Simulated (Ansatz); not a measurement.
## Rock-salt HfC

Computed with LDA in Ansatz (plane waves, PAW).

Run with plane-wave cutoff 520 eV, 24×24×24 k mesh, Fermi–Dirac smearing 0.064 eV (set by the program), scalar-relativistic PAW data made under PBE.

Cell: measured lattice: a = 4.640 Å, b = 4.640 Å, c = 4.640 Å, α = 90.00°, β = 90.00°, γ = 90.00°.

elastic constant C11: 471 GPa
elastic constant C12: 92.4 GPa
elastic constant C44: 170 GPa
Voigt–Reuss–Hill bulk modulus: 219 GPa
polycrystal shear modulus (Hill average): 178 GPa
Young modulus: 419 GPa
Poisson ratio: 0.180

Measured, for comparison: elastic constant C11 500 GPa, elastic constant C44 180 GPa (temperature not stated, no zero-point or thermal correction; as tabulated in Wu et al. (2005), arXiv:cond-mat/0412374). Computed (rounded) less measured: elastic constant C11 -6 %, elastic constant C44 -6 %.

Note: the cell isn't this level's own, so it is under some stress, which shifts stiffness and frequencies.

Elastic constants are with the ions relaxed.

Spin–orbit coupling is not included.

Static lattice: no zero-point or thermal effects.

Computing time: around 4 core-minutes (rough).

Ansatz is a first-principles code.
